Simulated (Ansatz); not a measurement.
# Molecular dynamics of CH3BN, charge -1

Input file:

```yaml
crystal:
  periodic: [false, false, false]
  atoms:
    - { symbol: B, position_ang: [-0.588743, 0.159444, -0.304262] }
    - { symbol: C, position_ang: [0.844274, -0.059443, 0.135198] }
    - { symbol: "N", position_ang: [0.109697, -0.467498, 1.15873] }
    - { symbol: H, position_ang: [-1.174552, -0.88506, -0.726396] }
    - { symbol: H, position_ang: [-1.135038, 1.264812, -0.119794] }
    - { symbol: H, position_ang: [1.931617, -0.415522, 0.295859] }
total_charge: -1
basis:
  gaussian: { orbitals: "6-31G*" }
hamiltonian:
  xc: revpbe
md:
  timestep: 0.5
  n_steps: 250
  ensemble: nvt_nose_hoover
  temperature: 1000.0
  initial_velocities: maxwell_boltzmann
  seed: 373422
  nose_hoover: { tau: 50.0, chain_length: 5 }
scf:
  lower_state_search: "off"
```

Launched with:

```bash
$ ansatz run input.yaml --threads 1 --pin off --max-ram 2048MiB --backend cpu --events-out ev --progress --plain --runs-dir out
```

It goes on from the last frame of an earlier run, with new velocities.

Output, in part (one step line in 3, the closing report, with atoms numbered from 0):

```
md step     0: t =     0.00 fs  T =  1000.0 K  F+E_penalty+E_count = -3249.36445207 eV  E_kin = 0.517040 eV  conserved = -3248.84741207 eV  (17 SCF iters)
md step     3: t =     1.50 fs  T =   853.2 K  F+E_penalty+E_count = -3249.28702446 eV  E_kin = 0.441117 eV  conserved = -3248.84592893 eV  (22 SCF iters)
md step     6: t =     3.00 fs  T =   909.2 K  F+E_penalty+E_count = -3249.31572512 eV  E_kin = 0.470111 eV  conserved = -3248.84575940 eV  (20 SCF iters)
md step     9: t =     4.50 fs  T =  1223.8 K  F+E_penalty+E_count = -3249.47873895 eV  E_kin = 0.632755 eV  conserved = -3248.84634484 eV  (20 SCF iters)
md step    12: t =     6.00 fs  T =  1641.2 K  F+E_penalty+E_count = -3249.69541698 eV  E_kin = 0.848545 eV  conserved = -3248.84720237 eV  (21 SCF iters)
md step    15: t =     7.50 fs  T =  1915.3 K  F+E_penalty+E_count = -3249.83941062 eV  E_kin = 0.990291 eV  conserved = -3248.84835723 eV  (21 SCF iters)
md step    18: t =     9.00 fs  T =  1766.2 K  F+E_penalty+E_count = -3249.76531546 eV  E_kin = 0.913218 eV  conserved = -3248.84868055 eV  (22 SCF iters)
md step    21: t =    10.50 fs  T =  1195.2 K  F+E_penalty+E_count = -3249.47077624 eV  E_kin = 0.617969 eV  conserved = -3248.84626694 eV  (21 SCF iters)
md step    24: t =    12.00 fs  T =   769.0 K  F+E_penalty+E_count = -3249.25156054 eV  E_kin = 0.397612 eV  conserved = -3248.84521289 eV  (22 SCF iters)
md step    27: t =    13.50 fs  T =   731.4 K  F+E_penalty+E_count = -3249.23549145 eV  E_kin = 0.378162 eV  conserved = -3248.84701544 eV  (22 SCF iters)
md step    30: t =    15.00 fs  T =   707.3 K  F+E_penalty+E_count = -3249.22455044 eV  E_kin = 0.365716 eV  conserved = -3248.84712525 eV  (22 SCF iters)
md step    33: t =    16.50 fs  T =   613.9 K  F+E_penalty+E_count = -3249.17634773 eV  E_kin = 0.317424 eV  conserved = -3248.84612430 eV  (22 SCF iters)
md step    36: t =    18.00 fs  T =   667.0 K  F+E_penalty+E_count = -3249.20420457 eV  E_kin = 0.344852 eV  conserved = -3248.84573342 eV  (21 SCF iters)
md step    39: t =    19.50 fs  T =   954.8 K  F+E_penalty+E_count = -3249.35464344 eV  E_kin = 0.493695 eV  conserved = -3248.84650194 eV  (22 SCF iters)
md step    42: t =    21.00 fs  T =  1308.9 K  F+E_penalty+E_count = -3249.53954375 eV  E_kin = 0.676746 eV  conserved = -3248.84719125 eV  (21 SCF iters)
md step    45: t =    22.50 fs  T =  1546.7 K  F+E_penalty+E_count = -3249.66495287 eV  E_kin = 0.799722 eV  conserved = -3248.84772545 eV  (21 SCF iters)
md step    48: t =    24.00 fs  T =  1543.1 K  F+E_penalty+E_count = -3249.66596759 eV  E_kin = 0.797848 eV  conserved = -3248.84776340 eV  (21 SCF iters)
md step    51: t =    25.50 fs  T =  1334.5 K  F+E_penalty+E_count = -3249.56017773 eV  E_kin = 0.690004 eV  conserved = -3248.84644509 eV  (21 SCF iters)
md step    54: t =    27.00 fs  T =  1204.5 K  F+E_penalty+E_count = -3249.49636956 eV  E_kin = 0.622761 eV  conserved = -3248.84648955 eV  (20 SCF iters)
md step    57: t =    28.50 fs  T =  1159.7 K  F+E_penalty+E_count = -3249.47742431 eV  E_kin = 0.599592 eV  conserved = -3248.84722199 eV  (20 SCF iters)
md step    60: t =    30.00 fs  T =  1065.2 K  F+E_penalty+E_count = -3249.43135585 eV  E_kin = 0.550744 eV  conserved = -3248.84650061 eV  (21 SCF iters)
md step    63: t =    31.50 fs  T =  1033.3 K  F+E_penalty+E_count = -3249.41845731 eV  E_kin = 0.534250 eV  conserved = -3248.84667961 eV  (22 SCF iters)
md step    66: t =    33.00 fs  T =  1053.5 K  F+E_penalty+E_count = -3249.43250493 eV  E_kin = 0.544714 eV  conserved = -3248.84674131 eV  (22 SCF iters)
md step    69: t =    34.50 fs  T =  1109.8 K  F+E_penalty+E_count = -3249.46524577 eV  E_kin = 0.573790 eV  conserved = -3248.84662473 eV  (23 SCF iters)
md step    72: t =    36.00 fs  T =  1213.6 K  F+E_penalty+E_count = -3249.52359747 eV  E_kin = 0.627459 eV  conserved = -3248.84701520 eV  (23 SCF iters)
md step    75: t =    37.50 fs  T =  1260.4 K  F+E_penalty+E_count = -3249.55350040 eV  E_kin = 0.651657 eV  conserved = -3248.84774419 eV  (22 SCF iters)
md step    78: t =    39.00 fs  T =  1089.4 K  F+E_penalty+E_count = -3249.47020597 eV  E_kin = 0.563281 eV  conserved = -3248.84767801 eV  (22 SCF iters)
md step    81: t =    40.50 fs  T =   761.1 K  F+E_penalty+E_count = -3249.30329249 eV  E_kin = 0.393498 eV  conserved = -3248.84637917 eV  (21 SCF iters)
md step    84: t =    42.00 fs  T =   594.1 K  F+E_penalty+E_count = -3249.21938293 eV  E_kin = 0.307158 eV  conserved = -3248.84590766 eV  (22 SCF iters)
md step    87: t =    43.50 fs  T =   734.4 K  F+E_penalty+E_count = -3249.29522819 eV  E_kin = 0.379701 eV  conserved = -3248.84651168 eV  (22 SCF iters)
md step    90: t =    45.00 fs  T =  1006.0 K  F+E_penalty+E_count = -3249.44036964 eV  E_kin = 0.520141 eV  conserved = -3248.84764228 eV  (21 SCF iters)
md step    93: t =    46.50 fs  T =  1136.1 K  F+E_penalty+E_count = -3249.51190611 eV  E_kin = 0.587422 eV  conserved = -3248.84732452 eV  (21 SCF iters)
md step    96: t =    48.00 fs  T =  1164.7 K  F+E_penalty+E_count = -3249.53123151 eV  E_kin = 0.602181 eV  conserved = -3248.84673117 eV  (22 SCF iters)
md step    99: t =    49.50 fs  T =  1240.9 K  F+E_penalty+E_count = -3249.57636614 eV  E_kin = 0.641610 eV  conserved = -3248.84668957 eV  (21 SCF iters)
md step   102: t =    51.00 fs  T =  1382.1 K  F+E_penalty+E_count = -3249.65681291 eV  E_kin = 0.714582 eV  conserved = -3248.84732102 eV  (21 SCF iters)
md step   105: t =    52.50 fs  T =  1424.8 K  F+E_penalty+E_count = -3249.68833559 eV  E_kin = 0.736689 eV  conserved = -3248.84852348 eV  (21 SCF iters)
md step   108: t =    54.00 fs  T =  1120.7 K  F+E_penalty+E_count = -3249.53918845 eV  E_kin = 0.579465 eV  conserved = -3248.84829055 eV  (21 SCF iters)
md step   111: t =    55.50 fs  T =   640.6 K  F+E_penalty+E_count = -3249.29380005 eV  E_kin = 0.331193 eV  conserved = -3248.84531054 eV  (21 SCF iters)
md step   114: t =    57.00 fs  T =   628.6 K  F+E_penalty+E_count = -3249.29245608 eV  E_kin = 0.325029 eV  conserved = -3248.84614671 eV  (21 SCF iters)
md step   117: t =    58.50 fs  T =   918.3 K  F+E_penalty+E_count = -3249.44967420 eV  E_kin = 0.474781 eV  conserved = -3248.84836299 eV  (22 SCF iters)
md step   120: t =    60.00 fs  T =   980.9 K  F+E_penalty+E_count = -3249.48808703 eV  E_kin = 0.507152 eV  conserved = -3248.84764893 eV  (22 SCF iters)
md step   123: t =    61.50 fs  T =   907.2 K  F+E_penalty+E_count = -3249.45582319 eV  E_kin = 0.469079 eV  conserved = -3248.84660050 eV  (22 SCF iters)
md step   126: t =    63.00 fs  T =   951.5 K  F+E_penalty+E_count = -3249.48543736 eV  E_kin = 0.491948 eV  conserved = -3248.84641776 eV  (21 SCF iters)
md step   129: t =    64.50 fs  T =  1163.4 K  F+E_penalty+E_count = -3249.60398511 eV  E_kin = 0.601529 eV  conserved = -3248.84705924 eV  (21 SCF iters)
md step   132: t =    66.00 fs  T =  1371.0 K  F+E_penalty+E_count = -3249.72333624 eV  E_kin = 0.708856 eV  conserved = -3248.84819383 eV  (22 SCF iters)
md step   135: t =    67.50 fs  T =  1305.8 K  F+E_penalty+E_count = -3249.70268623 eV  E_kin = 0.675147 eV  conserved = -3248.84853899 eV  (22 SCF iters)
md step   138: t =    69.00 fs  T =   941.5 K  F+E_penalty+E_count = -3249.52425735 eV  E_kin = 0.486815 eV  conserved = -3248.84699929 eV  (22 SCF iters)
md step   141: t =    70.50 fs  T =   660.3 K  F+E_penalty+E_count = -3249.38631128 eV  E_kin = 0.341395 eV  conserved = -3248.84619482 eV  (22 SCF iters)
md step   144: t =    72.00 fs  T =   655.6 K  F+E_penalty+E_count = -3249.39198326 eV  E_kin = 0.338967 eV  conserved = -3248.84724584 eV  (21 SCF iters)
md step   147: t =    73.50 fs  T =   712.5 K  F+E_penalty+E_count = -3249.42927877 eV  E_kin = 0.368385 eV  conserved = -3248.84739225 eV  (21 SCF iters)
md step   150: t =    75.00 fs  T =   763.3 K  F+E_penalty+E_count = -3249.46371863 eV  E_kin = 0.394680 eV  conserved = -3248.84697185 eV  (21 SCF iters)
md step   153: t =    76.50 fs  T =   888.7 K  F+E_penalty+E_count = -3249.53850412 eV  E_kin = 0.459470 eV  conserved = -3248.84703430 eV  (21 SCF iters)
md step   156: t =    78.00 fs  T =  1072.1 K  F+E_penalty+E_count = -3249.64625827 eV  E_kin = 0.554301 eV  conserved = -3248.84747395 eV  (21 SCF iters)
md step   159: t =    79.50 fs  T =  1203.7 K  F+E_penalty+E_count = -3249.73017709 eV  E_kin = 0.622338 eV  conserved = -3248.84782568 eV  (21 SCF iters)
md step   162: t =    81.00 fs  T =  1193.4 K  F+E_penalty+E_count = -3249.74249774 eV  E_kin = 0.617030 eV  conserved = -3248.84789160 eV  (21 SCF iters)
md step   165: t =    82.50 fs  T =  1024.1 K  F+E_penalty+E_count = -3249.67235727 eV  E_kin = 0.529477 eV  conserved = -3248.84795191 eV  (21 SCF iters)
md step   168: t =    84.00 fs  T =   712.5 K  F+E_penalty+E_count = -3249.52534819 eV  E_kin = 0.368406 eV  conserved = -3248.84767933 eV  (21 SCF iters)
md step   171: t =    85.50 fs  T =   397.0 K  F+E_penalty+E_count = -3249.37011846 eV  E_kin = 0.205280 eV  conserved = -3248.84636423 eV  (22 SCF iters)
md step   174: t =    87.00 fs  T =   384.7 K  F+E_penalty+E_count = -3249.37002737 eV  E_kin = 0.198912 eV  conserved = -3248.84639991 eV  (21 SCF iters)
md step   177: t =    88.50 fs  T =   653.1 K  F+E_penalty+E_count = -3249.51914976 eV  E_kin = 0.337681 eV  conserved = -3248.84777886 eV  (21 SCF iters)
md step   180: t =    90.00 fs  T =   875.9 K  F+E_penalty+E_count = -3249.64871129 eV  E_kin = 0.452873 eV  conserved = -3248.84815223 eV  (22 SCF iters)
md step   183: t =    91.50 fs  T =   933.6 K  F+E_penalty+E_count = -3249.69538678 eV  E_kin = 0.482724 eV  conserved = -3248.84790076 eV  (23 SCF iters)
md step   186: t =    93.00 fs  T =   889.2 K  F+E_penalty+E_count = -3249.68980288 eV  E_kin = 0.459762 eV  conserved = -3248.84761031 eV  (22 SCF iters)
md step   189: t =    94.50 fs  T =   828.0 K  F+E_penalty+E_count = -3249.67502905 eV  E_kin = 0.428091 eV  conserved = -3248.84746353 eV  (22 SCF iters)
md step   192: t =    96.00 fs  T =   793.4 K  F+E_penalty+E_count = -3249.67372921 eV  E_kin = 0.410225 eV  conserved = -3248.84757309 eV  (21 SCF iters)
md step   195: t =    97.50 fs  T =   762.2 K  F+E_penalty+E_count = -3249.67405035 eV  E_kin = 0.394072 eV  conserved = -3248.84788665 eV  (21 SCF iters)
md step   198: t =    99.00 fs  T =   674.3 K  F+E_penalty+E_count = -3249.64382896 eV  E_kin = 0.348661 eV  conserved = -3248.84789465 eV  (21 SCF iters)
md step   201: t =   100.50 fs  T =   560.7 K  F+E_penalty+E_count = -3249.59731125 eV  E_kin = 0.289886 eV  conserved = -3248.84721069 eV  (21 SCF iters)
md step   204: t =   102.00 fs  T =   582.7 K  F+E_penalty+E_count = -3249.62032127 eV  E_kin = 0.301286 eV  conserved = -3248.84712599 eV  (21 SCF iters)
md step   207: t =   103.50 fs  T =   747.3 K  F+E_penalty+E_count = -3249.72010890 eV  E_kin = 0.386401 eV  conserved = -3248.84800948 eV  (21 SCF iters)
md step   210: t =   105.00 fs  T =   854.4 K  F+E_penalty+E_count = -3249.79261782 eV  E_kin = 0.441733 eV  conserved = -3248.84835150 eV  (21 SCF iters)
md step   213: t =   106.50 fs  T =   818.5 K  F+E_penalty+E_count = -3249.79128374 eV  E_kin = 0.423201 eV  conserved = -3248.84808073 eV  (21 SCF iters)
md step   216: t =   108.00 fs  T =   711.7 K  F+E_penalty+E_count = -3249.75145338 eV  E_kin = 0.367992 eV  conserved = -3248.84776954 eV  (21 SCF iters)
md step   219: t =   109.50 fs  T =   621.3 K  F+E_penalty+E_count = -3249.71796085 eV  E_kin = 0.321243 eV  conserved = -3248.84768849 eV  (22 SCF iters)
md step   222: t =   111.00 fs  T =   571.1 K  F+E_penalty+E_count = -3249.70383862 eV  E_kin = 0.295270 eV  conserved = -3248.84789873 eV  (22 SCF iters)
md step   225: t =   112.50 fs  T =   512.0 K  F+E_penalty+E_count = -3249.68397178 eV  E_kin = 0.264730 eV  conserved = -3248.84823404 eV  (22 SCF iters)
md step   228: t =   114.00 fs  T =   382.7 K  F+E_penalty+E_count = -3249.62523074 eV  E_kin = 0.197868 eV  conserved = -3248.84809570 eV  (22 SCF iters)
md step   231: t =   115.50 fs  T =   250.8 K  F+E_penalty+E_count = -3249.56160349 eV  E_kin = 0.129688 eV  conserved = -3248.84727029 eV  (22 SCF iters)
md step   234: t =   117.00 fs  T =   305.7 K  F+E_penalty+E_count = -3249.59427188 eV  E_kin = 0.158054 eV  conserved = -3248.84733153 eV  (22 SCF iters)
md step   237: t =   118.50 fs  T =   525.9 K  F+E_penalty+E_count = -3249.71531631 eV  E_kin = 0.271911 eV  conserved = -3248.84822885 eV  (22 SCF iters)
md step   240: t =   120.00 fs  T =   702.6 K  F+E_penalty+E_count = -3249.81592752 eV  E_kin = 0.363247 eV  conserved = -3248.84846996 eV  (22 SCF iters)
md step   243: t =   121.50 fs  T =   760.8 K  F+E_penalty+E_count = -3249.85612060 eV  E_kin = 0.393379 eV  conserved = -3248.84828093 eV  (22 SCF iters)
md step   246: t =   123.00 fs  T =   743.7 K  F+E_penalty+E_count = -3249.85716515 eV  E_kin = 0.384526 eV  conserved = -3248.84814510 eV  (22 SCF iters)
md step   249: t =   124.50 fs  T =   691.0 K  F+E_penalty+E_count = -3249.83901459 eV  E_kin = 0.357277 eV  conserved = -3248.84813018 eV  (21 SCF iters)
md step   250: t =   125.00 fs  T =   667.7 K  F+E_penalty+E_count = -3249.82976503 eV  E_kin = 0.345248 eV  conserved = -3248.84813737 eV  (21 SCF iters)
Total energy: -3249.82979528 eV, -119.4290421628 hartree
Atom 0 at    -0.632436     0.147482    -0.277893 Å, force     0.580388    -0.882142    -0.053328 eV/Å
Atom 1 at     0.889583    -0.122787     0.162223 Å, force    -2.327858     0.054208     0.168888 eV/Å
Atom 2 at     0.109038    -0.426684     1.175033 Å, force     0.943803     0.372673    -1.626709 eV/Å
Atom 3 at    -1.223149    -0.728970    -1.072669 Å, force     0.464137     0.692775     0.855328 eV/Å
Atom 4 at    -1.210936     1.264197    -0.272106 Å, force     0.393603    -0.254601     0.093909 eV/Å
Atom 5 at     1.993954    -0.255078    -0.036909 Å, force    -0.054072     0.017087     0.561913 eV/Å
Dipole moment:     0.552531    -0.047142     0.109728 e Å
```

The run went to its last step. The conserved energy stayed within 0.41 meV per atom of its start (net change -0.12 meV per atom), so the integration is sound. The mean temperature of the second half is 23 % below the set value. A run of 0.12 ps of so small a system gives no equilibrium averages. Limits of this set-up: an anion without diffuse functions, the dipole of an ion depends on the origin.

The same pairs are bonded in the first frame and the last. Pairs count as bonded within 1.25 times the sum of covalent radii (0.12 Å more for H–H).

Last frame:

```xyz
6
Properties=species:S:1:pos:R:3
B -0.632 0.147 -0.278
C 0.890 -0.123 0.162
N 0.109 -0.427 1.175
H -1.223 -0.729 -1.073
H -1.211 1.264 -0.272
H 1.994 -0.255 -0.037
```

Time of the run: 2.1 min on 1 thread of Arm Neoverse V2 (shared host), peak memory 0.076 GiB.
